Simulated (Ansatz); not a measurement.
Which method gave which barrier?

Saddle point of Si2H6F, doublet (SiH₃F ([F][SiH3]) + SiH₃ → SiH₃F ([F][SiH3]) + SiH₃; bonds formed: F1–Si3; bonds broken: F1–Si2), PBE0-D4/def2-TZVP structure:

```
9
angstrom
F -0.0268 0.0047 -0.0051
Si -0.4783 -1.3081 1.2701
Si 0.4754 1.3086 -1.2705
H -1.0517 -0.5683 2.4112
H -1.4530 -2.1913 0.6006
H 0.7919 -1.9855 1.5958
H -0.7208 2.1507 -1.4667
H 1.6037 2.0352 -0.6559
H 0.8595 0.5539 -2.4794
```

Program: Ansatz 0.2.0. Basis: def2-TZVPP, with def2-QZVPP for the basis limit. Cores are frozen in the correlated methods; orbitals are unrestricted. Extrapolation: Hartree–Fock as exp(−7.88 √X), correlation as X^−2.97. Four methods, as single points on the PBE0-D4 structures, gave these electronic barriers from the start structure: 22.41, 29.18, 36.50, 54.14 kcal/mol.

Question: The methods were, in alphabetical order, CCSD(T), HF, PBE-D4, PBE0-D4. Which gave which? (A judgement: the text doesn't fix the answer.)

Answer: By the calculation: PBE-D4 22.41; PBE0-D4 29.18; CCSD(T) 36.50; HF 54.14 kcal/mol. For comparison, CCSD(T) at an estimated basis limit (MP2 extrapolated from triple and quadruple zeta, plus CCSD(T) − MP2 in triple zeta) gives 34.59 kcal/mol.

T1 diagnostic: at most 0.014. ⟨S²⟩ of the unrestricted Hartree–Fock references: 0.76 (a pure state has 0.75).

Radical steps of this kind take place in plasma deposition and etching.

Labels in which every atom is bracketed show which atoms are joined, not bond orders.

For scale, one of the runs: CCSD(T)/def2-TZVPP, 199 basis functions (an equivalent command: `ansatz run in.yaml --threads 4`). Hardware: 4 CPU threads, shared host. Wall time 60 s; peak host memory 5.8 GiB.
